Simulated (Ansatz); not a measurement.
We consider fcc Ag, described by r²SCAN+rVV10 (PAW; Ansatz, a program for electronic structure).

Run with plane-wave cutoff 560 eV, 24×24×24 k mesh, Fermi–Dirac smearing 0.05 eV, no spin polarisation, scalar-relativistic PAW data made under PBE.

Results at a series of volumes:

| V (Å³/atom) | E − E_lowest (meV/atom) |
|---|---|
| 15.914 | 24.51 |
| 16.252 | 10.36 |
| 16.591 | 2.45 |
| 16.930 | 0.00 |
| 17.268 | 2.33 |
| 17.607 | 8.84 |
| 17.945 | 19.01 |

### Question
What bulk modulus B0 and pressure derivative B′ does a third-order Birch–Murnaghan fit give?

### Answer
V0 = 16.927 Å³/atom, B0 = 113 GPa, B′ = 5.6 (fit to the energies at full precision).

Measured, for comparison: bulk modulus 110 GPa (corrected for temperature and zero-point phonon effects, our sources range from 104 to 111; as tabulated in Levämäki et al. (2014), arXiv:1402.3671); equilibrium volume per atom 16.76 Å³/atom (static lattice: zero-point anharmonic expansion removed; as tabulated in Mejia-Rodriguez and Trickey (2018), arXiv:1807.09216). Computed (rounded) less measured: bulk modulus +3 % (+2 % to +9 % over the range), equilibrium volume per atom +1.0 %.

The computed numbers hold no vibrational or temperature effects.
